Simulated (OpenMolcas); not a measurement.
# N2H3 (hydrazinyl radical), run twice

Aim: energy and one-electron properties of N2H3 (hydrazinyl radical) at UHF/ANO-L-VDZ (Cholesky decomposition, population LoProp).

Program for the calculation: OpenMolcas 26.06.

2 further runs of the same task are left out: 2 set aside as unsound or not needed.

## 1. The structure to begin with

N2H3 has 5 atoms, charge 0, and is taken as a doublet. SMILES: `[NH]N`. The shape is that of a GFN2-xTB optimisation. This is one conformer, not always the lowest.

Bond lengths: N1–N2 1.335 Å, N1–H3 1.020 Å, N2–H4 1.011 Å, N2–H5 1.017 Å. Angles: N1–N2–H4 112.8°, N1–N2–H5 121.7°, N2–N1–H3 109.8°, H4–N2–H5 116.1°.

## 2. Try one

Input file input.xyz:

```xyz
5

N     -0.174970    -0.805480     0.447260
N     -0.126270     0.251970    -0.365880
H      0.751750    -0.989150     0.831090
H     -1.043070     0.577800    -0.638700
H      0.592550     0.964850    -0.273770
```

Input file calc.input:

```
* H3N2 Hartree-Fock
>>> EXPORT MOLCAS_PRINT=2

&GATEWAY
  Coord = input.xyz
  Basis = ANO-L-VDZ
  Group = NoSym

&SEWARD
  Low

&SCF
  UHF
  Spin = 3
  PrOrbitals = 1 1

&LOPROP
```

Run with:

```console
export MOLCAS_MEM=1860
pymolcas calc.input > calc.log
```

Log:

```text
--- Start Module: gateway ---

                                              &GATEWAY

                       available to each process: 1.9 GB of memory, 1 thread

++    Symmetry information:
      ---------------------

                    Character Table for C1

                             E
                    a        1  x, y, xy, Rz, z, xz, Ry, yz, Rx, I
--

++    Basis set information:
      ----------------------

      Basis set label: N.ANO-L...3S2P.

      Electronic valence basis set:
      ------------------
      Associated Effective Charge   7.000000 au
      Associated Actual Charge      7.000000 au
      Nuclear Model: Point charge

      Shell  nPrim  nBasis  Cartesian Spherical Contaminant
         s      14       3        X
         p       9       2        X

      Basis set label: H.ANO-L...2S.

[... 84 lines left out ...]
                   Integrals are discarded if absolute value <: 1.00E-40
                   Integral cutoff threshold is set to       <: 1.00E-40

            Nuclear Potential Energy             36.70092773 au

      Basis set specifications :
      Symmetry species         a
      Basis functions           24

--- Stop Module: seward /rc=_RC_ALL_IS_WELL_ ---

--- Start Module: scf ---

                                                &SCF

                       available to each process: 1.9 GB of memory, 1 thread

 ###############################################################################
 ###    ERROR: Input error!                                                  ###
 ###    zSpin inconsistent with number of electrons                          ###
 ###############################################################################

--- Stop Module: scf /rc=-6 ---

.########################.
.# Non-zero return code #.
.########################.

    Timing: Wall=0.82 User=0.70 System=0.11
```

Run time: 1 s. Hardware: 1 thread of Arm Neoverse V2, shared host; peak memory 0.19 GiB.

## 3. What went wrong

The program broke off before the end.

The telling line is `ERROR: Input error`. The fault: the electron count doesn't fit the spin or reference typed: an even count needs an odd multiplicity, an odd count an even one.

## 4. The mended input

input.xyz is that of step 2.

Input file calc.inp:

```
>>> EXPORT MOLCAS_PRINT=2

&GATEWAY
  Coord=input.xyz
  Basis=ANO-L-VDZ
  Group=NoSym

&SEWARD
  Low

&SCF
  UHF
  Spin=2
  PrOrbitals=1 1

&LOPROP
```

Run with:

```console
export MOLCAS_MEM=1860
pymolcas calc.inp > calc.log
```

Log:

```text
--- Start Module: gateway ---
[...]
--- Stop Module: gateway /rc=_RC_ALL_IS_WELL_ ---
[...]
      Basis functions           24
[...]
--- Start Module: scf ---
[...]
       Convergence after  15 Iterations
[...]
::    Total SCF energy                               -110.5385765853
[...]
--- Stop Module: scf /rc=_RC_ALL_IS_WELL_ ---
--- Start Module: loprop ---
[...]
       Convergence after   8 Iterations
[...]
::    Total SCF energy                               -110.5391609348
[...]
       Convergence after  10 Iterations
[...]
::    Total SCF energy                               -110.5395149715
[...]
       Convergence after  10 Iterations
[...]
::    Total SCF energy                               -110.5376556871
[...]
       Convergence after   8 Iterations
[...]
::    Total SCF energy                               -110.5386544505
[...]
       Convergence after  10 Iterations
[...]
::    Total SCF energy                               -110.5385132356
[...]
      Total spin, S                                     0.5077645018
[...]
      Total electronic charge=   17.000000
      Total            charge=   -0.000000
[...]
      Dipole Moment (debye):
      Origin of the operator (angstrom)=   -0.1262   -0.2318    0.0341
                   X=  1.4642E+00               Y=  2.3763E+00               Z=  1.4254E-01           Total=  2.7948E+00
      Quadrupole Moment (debye*angstrom):
[...]
--- Stop Module: loprop /rc=_RC_ALL_IS_WELL_ ---
[...]
```

It took 6.6 s on 1 thread of Arm Neoverse V2, shared host; peak memory 0.19 GiB.

Atomic charges (e):

| atom | Mulliken | program's own |
| --- | --- | --- |
| N1 | -0.173 | -0.307 |
| N2 | -0.547 | -0.382 |
| H3 | +0.162 | +0.211 |
| H4 | +0.301 | +0.255 |
| H5 | +0.257 | +0.223 |

## 5. Results

Level: UHF/ANO-L-VDZ (Cholesky decomposition, population LoProp).

| quantity | value |
| --- | --- |
| total energy | -110.53858 Eh |
| dipole moment | 2.79 D |
| HOMO energy (highest over α and β) | -10.11 eV |
| LUMO energy (lowest over α and β) | 2.40 eV |
| ⟨S²⟩ | 0.765 |
| mean static polarisability | 15.5 bohr³ |
